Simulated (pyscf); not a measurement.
Single points on ωB97X-D3(BJ)/def2-SVP structures (PySCF, gas phase).

### Question
HO–SiH₂–C(F)(F)–F + H• → F–C(F)(F)–SiH₃ + OH•
Surface: doublet. Broken: O–Si. Formed: H–Si. Give ΔE‡ and ΔE from B3LYP-D3(BJ)/def2-TZVP, relative to the separated reactants.

### Answer
ΔE‡ = 25.1 kcal/mol, ΔE = +29.3 kcal/mol. ωB97M-D3(BJ)/def2-TZVP gives 28.7 kcal/mol and +32.0 kcal/mol. Zero-point energy shifts the barrier by +2.6 kcal/mol. It is a substitution at Si, with an imaginary mode of 78i cm⁻¹. At B3LYP-D3(BJ) the saddle lies under the separated products, which points to a path from their complex (located at ωB97X-D3(BJ) alone), and parting the products costs more than the saddle. Abstraction by the radical was not located in this set and often lies lower. This is the saddle that the search found; another between the same sides may lie lower. The angle at the attacked Si is 59° (front-side attack). Left out: the spin-orbit lowering of OH.
